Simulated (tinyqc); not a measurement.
Inside a calculation (part 1 of 2). Method: UHF in the sto-3g basis, for CH2, spin multiplicity 3. Computed by tinyqc, a small Python program that keeps every step (integrals from PySCF). Settings: charge = 0, multiplicity = 3, basis = sto-3g, energy threshold = 1e-08, iteration cap = 89, orthogonalisation = symmetric, start = core, DIIS depth = 0, method = UHF. Command: `OMP_NUM_THREADS=1 python tinyqc.py 21641 21642 out.jsonl` (the two numbers bound the seeds that draw the settings). One thread of a shared host (Intel(R) Xeon(R) Processor @ 2.60GHz), about 0.1 s of CPU time with the checks. Later iterations appear only in the table of the cycle.

## One-electron integrals

Geometry (angstrom):
```
atom         x          y         z
C     0.000000   0.000000  0.000000
H     0.000000   0.933000  0.669000
H     0.000000  -0.933000  0.669000
```

Basis sto-3g: exponents (1/bohr^2) and contraction coefficients of normalised primitives:
```
element  l (shell)   exponent  coefficient
C            s (1)  71.616837     0.154329
C            s (1)  13.045096     0.535328
C            s (1)   3.530512     0.444635
C            s (2)   2.941249    -0.099967
C            s (2)   0.683483     0.399513
C            s (2)   0.222290     0.700115
C            p (3)   2.941249     0.155916
C            p (3)   0.683483     0.607684
C            p (3)   0.222290     0.391957
H            s (1)   3.425251     0.154329
H            s (1)   0.623914     0.535328
H            s (1)   0.168855     0.444635
```

Overlap, kinetic and nuclear-attraction integrals over the contracted functions; the nuclear repulsion is the sum of Za Zb / Rab.

nuclear repulsion = 5.81475181 hartree

overlap S, order 1C 1s, 1C 2s, 1C 2px, 1C 2py, 1C 2pz, 2H 1s, 3H 1s:
$$\begin{pmatrix}
1.000000 & 0.248362 & 0.000000 & 0.000000 & 0.000000 & 0.054389 & 0.054389 \\
0.248362 & 1.000000 & 0.000000 & 0.000000 & 0.000000 & 0.457865 & 0.457865 \\
0.000000 & 0.000000 & 1.000000 & 0.000000 & 0.000000 & 0.000000 & 0.000000 \\
0.000000 & 0.000000 & 0.000000 & 1.000000 & 0.000000 & 0.362995 & -0.362995 \\
0.000000 & 0.000000 & 0.000000 & 0.000000 & 1.000000 & 0.260282 & 0.260282 \\
0.054389 & 0.457865 & 0.000000 & 0.362995 & 0.260282 & 1.000000 & 0.147955 \\
0.054389 & 0.457865 & 0.000000 & -0.362995 & 0.260282 & 0.147955 & 1.000000
\end{pmatrix}$$

kinetic energy T (hartree), order 1C 1s, 1C 2s, 1C 2px, 1C 2py, 1C 2pz, 2H 1s, 3H 1s:
$$\begin{pmatrix}
15.891122 & -0.085890 & 0.000000 & 0.000000 & 0.000000 & -0.011916 & -0.011916 \\
-0.085890 & 0.472250 & 0.000000 & 0.000000 & 0.000000 & 0.088908 & 0.088908 \\
0.000000 & 0.000000 & 1.477728 & 0.000000 & 0.000000 & 0.000000 & 0.000000 \\
0.000000 & 0.000000 & 0.000000 & 1.477728 & 0.000000 & 0.184246 & -0.184246 \\
0.000000 & 0.000000 & 0.000000 & 0.000000 & 1.477728 & 0.132112 & 0.132112 \\
-0.011916 & 0.088908 & 0.000000 & 0.184246 & 0.132112 & 0.760032 & -0.007859 \\
-0.011916 & 0.088908 & 0.000000 & -0.184246 & 0.132112 & -0.007859 & 0.760032
\end{pmatrix}$$

nuclear attraction V (hartree), order 1C 1s, 1C 2s, 1C 2px, 1C 2py, 1C 2pz, 2H 1s, 3H 1s:
$$\begin{pmatrix}
-34.574602 & -4.421184 & 0.000000 & 0.000000 & -0.017792 & -0.985109 & -0.985109 \\
-4.421184 & -6.091710 & 0.000000 & 0.000000 & -0.186678 & -2.355757 & -2.355757 \\
0.000000 & 0.000000 & -5.973174 & 0.000000 & 0.000000 & 0.000000 & 0.000000 \\
0.000000 & 0.000000 & 0.000000 & -6.125011 & 0.000000 & -1.721709 & 1.721709 \\
-0.017792 & -0.186678 & 0.000000 & 0.000000 & -6.051241 & -1.280706 & -1.280706 \\
-0.985109 & -2.355757 & 0.000000 & -1.721709 & -1.280706 & -4.228165 & -0.681992 \\
-0.985109 & -2.355757 & 0.000000 & 1.721709 & -1.280706 & -0.681992 & -4.228165
\end{pmatrix}$$

core Hamiltonian H = T + V (hartree), order 1C 1s, 1C 2s, 1C 2px, 1C 2py, 1C 2pz, 2H 1s, 3H 1s:
$$\begin{pmatrix}
-18.683480 & -4.507074 & 0.000000 & 0.000000 & -0.017792 & -0.997025 & -0.997025 \\
-4.507074 & -5.619460 & 0.000000 & 0.000000 & -0.186678 & -2.266849 & -2.266849 \\
0.000000 & 0.000000 & -4.495446 & 0.000000 & 0.000000 & 0.000000 & 0.000000 \\
0.000000 & 0.000000 & 0.000000 & -4.647283 & 0.000000 & -1.537463 & 1.537463 \\
-0.017792 & -0.186678 & 0.000000 & 0.000000 & -4.573513 & -1.148594 & -1.148594 \\
-0.997025 & -2.266849 & 0.000000 & -1.537463 & -1.148594 & -3.468133 & -0.689851 \\
-0.997025 & -2.266849 & 0.000000 & 1.537463 & -1.148594 & -0.689851 & -3.468133
\end{pmatrix}$$

## Two-electron integrals

Functions are numbered as in S; the eight-fold symmetry (ij|kl) = (ji|kl) = (kl|ij) leaves the list below.

Two-electron integrals (ij|kl) in chemists' order, unique and non-zero (hartree):
```
(11|11) 3.541948    (21|11) 0.576921    (21|21) 0.111888    (22|11) 0.854682
(22|21) 0.205284    (22|22) 0.624709    (31|31) 0.020296    (32|31) 0.030858
(32|32) 0.137996    (33|11) 0.852436    (33|21) 0.205335    (33|22) 0.624568
(33|33) 0.672833    (41|41) 0.020296    (42|41) 0.030858    (42|42) 0.137996
(43|43) 0.036269    (44|11) 0.852436    (44|21) 0.205335    (44|22) 0.624568
(44|33) 0.600295    (44|44) 0.672833    (51|51) 0.020296    (52|51) 0.030858
(52|52) 0.137996    (53|53) 0.036269    (54|54) 0.036269    (55|11) 0.852436
(55|21) 0.205335    (55|22) 0.624568    (55|33) 0.600295    (55|44) 0.600295
(55|55) 0.672833    (61|11) 0.127147    (61|21) 0.024510    (61|22) 0.044886
(61|33) 0.044731    (61|41) 0.001219    (61|42) 0.002269    (61|44) 0.045047
(61|51) 0.000874    (61|52) 0.001627    (61|54) 0.000227    (61|55) 0.044894
(61|61) 0.005491    (62|11) 0.303580    (62|21) 0.073883    (62|22) 0.247216
(62|33) 0.241302    (62|41) 0.005719    (62|42) 0.039324    (62|44) 0.252868
(62|51) 0.004101    (62|52) 0.028197    (62|54) 0.008294    (62|55) 0.247249
(62|61) 0.016884    (62|62) 0.127999    (63|31) 0.007531    (63|32) 0.039660
(63|43) 0.007703    (63|53) 0.005523    (63|63) 0.015781    (64|11) 0.209735
(64|21) 0.051706    (64|22) 0.183453    (64|33) 0.174198    (64|41) 0.011022
(64|42) 0.066762    (64|44) 0.197636    (64|51) 0.002503    (64|52) 0.019433
(64|54) 0.011283    (64|55) 0.178328    (64|61) 0.012375    (64|62) 0.112839
(64|64) 0.113454    (65|11) 0.150389    (65|21) 0.037076    (65|22) 0.131543
(65|33) 0.124907    (65|41) 0.002503    (65|42) 0.019433    (65|44) 0.130667
(65|51) 0.009326    (65|52) 0.053594    (65|54) 0.011833    (65|55) 0.138915
(65|61) 0.008873    (65|62) 0.080911    (65|64) 0.070036    (65|65) 0.065999
(66|11) 0.452475    (66|21) 0.112005    (66|22) 0.425829    (66|33) 0.403192
(66|41) 0.010962    (66|42) 0.100983    (66|44) 0.447705    (66|51) 0.007861
(66|52) 0.072409    (66|54) 0.031918    (66|55) 0.426078    (66|61) 0.025978
(66|62) 0.278001    (66|64) 0.270773    (66|65) 0.194156    (66|66) 0.774606
(71|11) 0.127147    (71|21) 0.024510    (71|22) 0.044886    (71|33) 0.044731
(71|41) -0.001219   (71|42) -0.002269   (71|44) 0.045047    (71|51) 0.000874
(71|52) 0.001627    (71|54) -0.000227   (71|55) 0.044894    (71|61) 0.005332
(71|62) 0.015935    (71|64) 0.010612    (71|65) 0.008385    (71|66) 0.024063
(71|71) 0.005491    (72|11) 0.303580    (72|21) 0.073883    (72|22) 0.247216
(72|33) 0.241302    (72|41) -0.005719   (72|42) -0.039324   (72|44) 0.252868
(72|51) 0.004101    (72|52) 0.028197    (72|54) -0.008294   (72|55) 0.247249
(72|61) 0.015935    (72|62) 0.093892    (72|64) 0.059115    (72|65) 0.057803
(72|66) 0.160958    (72|71) 0.016884    (72|72) 0.127999    (73|31) 0.007531
(73|32) 0.039660    (73|43) -0.007703   (73|53) 0.005523    (73|63) 0.010905
(73|73) 0.015781    (74|11) -0.209735   (74|21) -0.051706   (74|22) -0.183453
(74|33) -0.174198   (74|41) 0.011022    (74|42) 0.066762    (74|44) -0.197636
(74|51) -0.002503   (74|52) -0.019433   (74|54) 0.011283    (74|55) -0.178328
(74|61) -0.010612   (74|62) -0.059115   (74|64) -0.027351   (74|65) -0.035662
(74|66) -0.092984   (74|71) -0.012375   (74|72) -0.112839   (74|74) 0.113454
(75|11) 0.150389    (75|21) 0.037076    (75|22) 0.131543    (75|33) 0.124907
(75|41) -0.002503   (75|42) -0.019433   (75|44) 0.130667    (75|51) 0.009326
(75|52) 0.053594    (75|54) -0.011833   (75|55) 0.138915    (75|61) 0.008385
(75|62) 0.057803    (75|64) 0.035662    (75|65) 0.045765    (75|66) 0.105390
(75|71) 0.008873    (75|72) 0.080911    (75|74) -0.070036   (75|75) 0.065999
(76|11) 0.084916    (76|21) 0.020774    (76|22) 0.072772    (76|33) 0.070627
(76|44) 0.072631    (76|51) 0.001862    (76|52) 0.013944    (76|55) 0.074985
(76|61) 0.004654    (76|62) 0.034683    (76|64) 0.026440    (76|65) 0.024052
(76|66) 0.071787    (76|71) 0.004654    (76|72) 0.034683    (76|74) -0.026440
(76|75) 0.024052    (76|76) 0.011547    (77|11) 0.452475    (77|21) 0.112005
(77|22) 0.425829    (77|33) 0.403192    (77|41) -0.010962   (77|42) -0.100983
(77|44) 0.447705    (77|51) 0.007861    (77|52) 0.072409    (77|54) -0.031918
(77|55) 0.426078    (77|61) 0.024063    (77|62) 0.160958    (77|64) 0.092984
(77|65) 0.105390    (77|66) 0.282022    (77|71) 0.025978    (77|72) 0.278001
(77|74) -0.270773   (77|75) 0.194156    (77|76) 0.071787    (77|77) 0.774606
```

## Orthogonalisation

S = U s U^T; symmetric (Loewdin) form X = U s^(-1/2) U^T, so that X^T S X = 1.

eigenvalues of S: [0.307234, 0.407368, 0.866352, 1.000000, 1.103676, 1.444678, 1.870692]

X, order 1C 1s, 1C 2s, 1C 2px, 1C 2py, 1C 2pz, 2H 1s, 3H 1s:
$$\begin{pmatrix}
1.026957 & -0.152522 & 0.000000 & 0.000000 & -0.012888 & 0.025702 & 0.025702 \\
-0.152522 & 1.260757 & 0.000000 & 0.000000 & 0.131377 & -0.317446 & -0.317446 \\
0.000000 & 0.000000 & 1.000000 & 0.000000 & 0.000000 & 0.000000 & 0.000000 \\
0.000000 & 0.000000 & 0.000000 & 1.146976 & 0.000000 & -0.257132 & 0.257132 \\
-0.012888 & 0.131377 & 0.000000 & 0.000000 & 1.072981 & -0.176963 & -0.176963 \\
0.025702 & -0.317446 & 0.000000 & -0.257132 & -0.176963 & 1.226292 & -0.025490 \\
0.025702 & -0.317446 & 0.000000 & 0.257132 & -0.176963 & -0.025490 & 1.226292
\end{pmatrix}$$

## Starting guess

The start is the orbitals of the core Hamiltonian; D(s) = C_occ C_occ^T for each spin.

D(alpha) at the start, order 1C 1s, 1C 2s, 1C 2px, 1C 2py, 1C 2pz, 2H 1s, 3H 1s:
$$\begin{pmatrix}
1.074176 & -0.316320 & 0.000000 & 0.000000 & -0.031145 & 0.042536 & 0.042536 \\
-0.316320 & 1.340243 & 0.000000 & 0.000000 & 0.177738 & -0.173582 & -0.173582 \\
0.000000 & 0.000000 & 1.000000 & 0.000000 & 0.000000 & 0.000000 & 0.000000 \\
0.000000 & 0.000000 & 0.000000 & 1.198909 & 0.000000 & -0.163000 & 0.163000 \\
-0.031145 & 0.177738 & 0.000000 & 0.000000 & 1.110985 & -0.130125 & -0.130125 \\
0.042536 & -0.173582 & 0.000000 & -0.163000 & -0.130125 & 0.055199 & 0.010877 \\
0.042536 & -0.173582 & 0.000000 & 0.163000 & -0.130125 & 0.010877 & 0.055199
\end{pmatrix}$$

D(beta) at the start, order 1C 1s, 1C 2s, 1C 2px, 1C 2py, 1C 2pz, 2H 1s, 3H 1s:
$$\begin{pmatrix}
1.060532 & -0.260316 & 0.000000 & 0.000000 & -0.134583 & 0.046204 & 0.046204 \\
-0.260316 & 1.110366 & 0.000000 & 0.000000 & 0.602322 & -0.188639 & -0.188639 \\
0.000000 & 0.000000 & 0.000000 & 0.000000 & 0.000000 & 0.000000 & 0.000000 \\
0.000000 & 0.000000 & 0.000000 & 1.198909 & 0.000000 & -0.163000 & 0.163000 \\
-0.134583 & 0.602322 & 0.000000 & 0.000000 & 0.326776 & -0.102315 & -0.102315 \\
0.046204 & -0.188639 & 0.000000 & -0.163000 & -0.102315 & 0.054213 & 0.009891 \\
0.046204 & -0.188639 & 0.000000 & 0.163000 & -0.102315 & 0.009891 & 0.054213
\end{pmatrix}$$

## Iteration 1: building the Fock matrix

J_ij = sum D_kl (ij|kl) with D = D(alpha) + D(beta), K_ij = sum D_kl (ik|jl) for each spin; F = H + J - K(s); E = tr D H + tr D J / 2 - 0.5 sum_s tr D(s) K(s) + E_nn.

Coulomb J (hartree), order 1C 1s, 1C 2s, 1C 2px, 1C 2py, 1C 2pz, 2H 1s, 3H 1s:
$$\begin{pmatrix}
12.406687 & 2.423633 & 0.000000 & 0.000000 & 0.025646 & 0.533498 & 0.533498 \\
2.423633 & 5.531235 & 0.000000 & 0.000000 & 0.106039 & 2.132371 & 2.132371 \\
0.000000 & 0.000000 & 5.502912 & 0.000000 & 0.000000 & 0.000000 & 0.000000 \\
0.000000 & 0.000000 & 0.000000 & 5.561565 & 0.000000 & 1.551101 & -1.551101 \\
0.025646 & 0.106039 & 0.000000 & 0.000000 & 5.512887 & 1.134584 & 1.134584 \\
0.533498 & 2.132371 & 0.000000 & 1.551101 & 1.134584 & 3.512983 & 0.620124 \\
0.533498 & 2.132371 & 0.000000 & -1.551101 & 1.134584 & 0.620124 & 3.512983
\end{pmatrix}$$

exchange K(alpha) (hartree), order 1C 1s, 1C 2s, 1C 2px, 1C 2py, 1C 2pz, 2H 1s, 3H 1s:
$$\begin{pmatrix}
3.660915 & 0.676031 & 0.000000 & 0.000000 & 0.000393 & 0.156524 & 0.156524 \\
0.676031 & 1.101110 & 0.000000 & 0.000000 & -0.000916 & 0.373382 & 0.373382 \\
0.000000 & 0.000000 & 0.911665 & 0.000000 & 0.000000 & 0.000000 & 0.000000 \\
0.000000 & 0.000000 & 0.000000 & 0.903175 & 0.000000 & 0.207861 & -0.207861 \\
0.000393 & -0.000916 & 0.000000 & 0.000000 & 0.907124 & 0.147067 & 0.147067 \\
0.156524 & 0.373382 & 0.000000 & 0.207861 & 0.147067 & 0.222669 & 0.104115 \\
0.156524 & 0.373382 & 0.000000 & -0.207861 & 0.147067 & 0.104115 & 0.222669
\end{pmatrix}$$

exchange K(beta) (hartree), order 1C 1s, 1C 2s, 1C 2px, 1C 2py, 1C 2pz, 2H 1s, 3H 1s:
$$\begin{pmatrix}
3.615740 & 0.619128 & 0.000000 & 0.000000 & 0.013329 & 0.143381 & 0.143381 \\
0.619128 & 0.721650 & 0.000000 & 0.000000 & 0.310376 & 0.300518 & 0.300518 \\
0.000000 & 0.000000 & 0.180131 & 0.000000 & 0.000000 & 0.000000 & 0.000000 \\
0.000000 & 0.000000 & 0.000000 & 0.807148 & 0.000000 & 0.193146 & -0.193146 \\
0.013329 & 0.310376 & 0.000000 & 0.000000 & 0.326812 & 0.161967 & 0.161967 \\
0.143381 & 0.300518 & 0.000000 & 0.193146 & 0.161967 & 0.196423 & 0.085888 \\
0.143381 & 0.300518 & 0.000000 & -0.193146 & 0.161967 & 0.085888 & 0.196423
\end{pmatrix}$$

F(alpha) (hartree), order 1C 1s, 1C 2s, 1C 2px, 1C 2py, 1C 2pz, 2H 1s, 3H 1s:
$$\begin{pmatrix}
-9.937708 & -2.759472 & 0.000000 & 0.000000 & 0.007461 & -0.620051 & -0.620051 \\
-2.759472 & -1.189334 & 0.000000 & 0.000000 & -0.079723 & -0.507859 & -0.507859 \\
0.000000 & 0.000000 & 0.095801 & 0.000000 & 0.000000 & 0.000000 & 0.000000 \\
0.000000 & 0.000000 & 0.000000 & 0.011107 & 0.000000 & -0.194223 & 0.194223 \\
0.007461 & -0.079723 & 0.000000 & 0.000000 & 0.032251 & -0.161076 & -0.161076 \\
-0.620051 & -0.507859 & 0.000000 & -0.194223 & -0.161076 & -0.177820 & -0.173842 \\
-0.620051 & -0.507859 & 0.000000 & 0.194223 & -0.161076 & -0.173842 & -0.177820
\end{pmatrix}$$

F(beta) (hartree), order 1C 1s, 1C 2s, 1C 2px, 1C 2py, 1C 2pz, 2H 1s, 3H 1s:
$$\begin{pmatrix}
-9.892533 & -2.702570 & 0.000000 & 0.000000 & -0.005475 & -0.606908 & -0.606908 \\
-2.702570 & -0.809874 & 0.000000 & 0.000000 & -0.391015 & -0.434995 & -0.434995 \\
0.000000 & 0.000000 & 0.827335 & 0.000000 & 0.000000 & 0.000000 & 0.000000 \\
0.000000 & 0.000000 & 0.000000 & 0.107135 & 0.000000 & -0.179508 & 0.179508 \\
-0.005475 & -0.391015 & 0.000000 & 0.000000 & 0.612562 & -0.175977 & -0.175977 \\
-0.606908 & -0.434995 & 0.000000 & -0.179508 & -0.175977 & -0.151574 & -0.155614 \\
-0.606908 & -0.434995 & 0.000000 & 0.179508 & -0.175977 & -0.155614 & -0.151574
\end{pmatrix}$$

total energy of this density = -36.91158223 hartree

## Iteration 1: diagonalisation and new density

Diagonalise F' = X^T F X, C = X C', fill 5 alpha and 3 beta electrons from the bottom; D(s) = C_occ C_occ^T. Each column has its largest component positive (the first on a tie).

F' = X^T F X (alpha) (hartree):
$$\begin{pmatrix}
-9.702178 & -1.517479 & 0.000000 & 0.000000 & -0.012897 & -0.084282 & -0.084282 \\
-1.517479 & -0.437597 & 0.000000 & 0.000000 & 0.085831 & -0.344474 & -0.344474 \\
0.000000 & 0.000000 & 0.095801 & 0.000000 & 0.000000 & 0.000000 & 0.000000 \\
0.000000 & 0.000000 & 0.000000 & 0.243210 & 0.000000 & -0.306536 & 0.306536 \\
-0.012897 & 0.085831 & 0.000000 & 0.000000 & 0.143500 & -0.209447 & -0.209447 \\
-0.084282 & -0.344474 & 0.000000 & -0.306536 & -0.209447 & 0.197075 & -0.048221 \\
-0.084282 & -0.344474 & 0.000000 & 0.306536 & -0.209447 & -0.048221 & 0.197075
\end{pmatrix}$$

orbital energies (alpha) (hartree): MO1 -9.948155, MO2 -0.531265, MO3 -0.189256, MO4 -0.014028, MO5 0.095801, MO6 0.646028, MO7 0.677762

coefficients C (alpha), order 1C 1s, 1C 2s, 1C 2px, 1C 2py, 1C 2pz, 2H 1s, 3H 1s:
$$\begin{pmatrix}
0.990303 & -0.237362 & 0.000000 & 0.127277 & 0.000000 & -0.161708 & 0.000000 \\
0.040651 & 0.745705 & 0.000000 & -0.573682 & 0.000000 & 0.971975 & 0.000000 \\
0.000000 & 0.000000 & 0.000000 & 0.000000 & 1.000000 & 0.000000 & 0.000000 \\
0.000000 & 0.000000 & 0.555187 & 0.000000 & 0.000000 & 0.000000 & 1.067500 \\
0.003782 & 0.127414 & 0.000000 & 0.769476 & 0.000000 & 0.789306 & 0.000000 \\
-0.008627 & 0.232020 & 0.443099 & 0.261381 & 0.000000 & -0.855268 & -0.808244 \\
-0.008627 & 0.232020 & -0.443099 & 0.261381 & 0.000000 & -0.855268 & 0.808244
\end{pmatrix}$$

F' = X^T F X (beta) (hartree):
$$\begin{pmatrix}
-9.663995 & -1.511825 & 0.000000 & 0.000000 & 0.014226 & -0.086057 & -0.086057 \\
-1.511825 & -0.050515 & 0.000000 & 0.000000 & -0.217763 & -0.321975 & -0.321975 \\
0.000000 & 0.000000 & 0.827335 & 0.000000 & 0.000000 & 0.000000 & 0.000000 \\
0.000000 & 0.000000 & 0.000000 & 0.353240 & 0.000000 & -0.314365 & 0.314365 \\
0.014226 & -0.217763 & 0.000000 & 0.000000 & 0.738010 & -0.232393 & -0.232393 \\
-0.086057 & -0.321975 & 0.000000 & -0.314365 & -0.232393 & 0.204548 & -0.047065 \\
-0.086057 & -0.321975 & 0.000000 & 0.314365 & -0.232393 & -0.047065 & 0.204548
\end{pmatrix}$$

orbital energies (beta) (hartree): MO1 -9.899774, MO2 -0.393141, MO3 -0.145047, MO4 0.586402, MO5 0.749900, MO6 0.827335, MO7 0.887496

coefficients C (beta), order 1C 1s, 1C 2s, 1C 2px, 1C 2py, 1C 2pz, 2H 1s, 3H 1s:
$$\begin{pmatrix}
0.992123 & -0.190594 & 0.000000 & -0.242303 & 0.000000 & 0.000000 & -0.006759 \\
0.033491 & 0.547478 & 0.000000 & 1.214247 & 0.000000 & 0.000000 & 0.237330 \\
0.000000 & 0.000000 & 0.000000 & 0.000000 & 0.000000 & 1.000000 & 0.000000 \\
0.000000 & 0.000000 & 0.492259 & 0.000000 & 1.097939 & 0.000000 & 0.000000 \\
0.005135 & 0.259719 & 0.000000 & 0.018576 & 0.000000 & 0.000000 & 1.078666 \\
-0.007383 & 0.327029 & 0.489287 & -0.719669 & -0.781149 & 0.000000 & -0.478314 \\
-0.007383 & 0.327029 & -0.489287 & -0.719669 & 0.781149 & 0.000000 & -0.478314
\end{pmatrix}$$

D(alpha) after iteration 1, order 1C 1s, 1C 2s, 1C 2px, 1C 2py, 1C 2pz, 2H 1s, 3H 1s:
$$\begin{pmatrix}
1.053241 & -0.209762 & 0.000000 & 0.000000 & 0.071439 & -0.030348 & -0.030348 \\
-0.209762 & 0.886839 & 0.000000 & 0.000000 & -0.346267 & 0.022719 & 0.022719 \\
0.000000 & 0.000000 & 1.000000 & 0.000000 & 0.000000 & 0.000000 & 0.000000 \\
0.000000 & 0.000000 & 0.000000 & 0.308233 & 0.000000 & 0.246003 & -0.246003 \\
0.071439 & -0.346267 & 0.000000 & 0.000000 & 0.608342 & 0.230656 & 0.230656 \\
-0.030348 & 0.022719 & 0.000000 & 0.246003 & 0.230656 & 0.318565 & -0.074109 \\
-0.030348 & 0.022719 & 0.000000 & -0.246003 & 0.230656 & -0.074109 & 0.318565
\end{pmatrix}$$

D(beta) after iteration 1, order 1C 1s, 1C 2s, 1C 2px, 1C 2py, 1C 2pz, 2H 1s, 3H 1s:
$$\begin{pmatrix}
1.020634 & -0.071119 & 0.000000 & 0.000000 & -0.044407 & -0.069655 & -0.069655 \\
-0.071119 & 0.300854 & 0.000000 & 0.000000 & 0.142362 & 0.178794 & 0.178794 \\
0.000000 & 0.000000 & 0.000000 & 0.000000 & 0.000000 & 0.000000 & 0.000000 \\
0.000000 & 0.000000 & 0.000000 & 0.242319 & 0.000000 & 0.240856 & -0.240856 \\
-0.044407 & 0.142362 & 0.000000 & 0.000000 & 0.067480 & 0.084898 & 0.084898 \\
-0.069655 & 0.178794 & 0.000000 & 0.240856 & 0.084898 & 0.346405 & -0.132399 \\
-0.069655 & 0.178794 & 0.000000 & -0.240856 & 0.084898 & -0.132399 & 0.346405
\end{pmatrix}$$
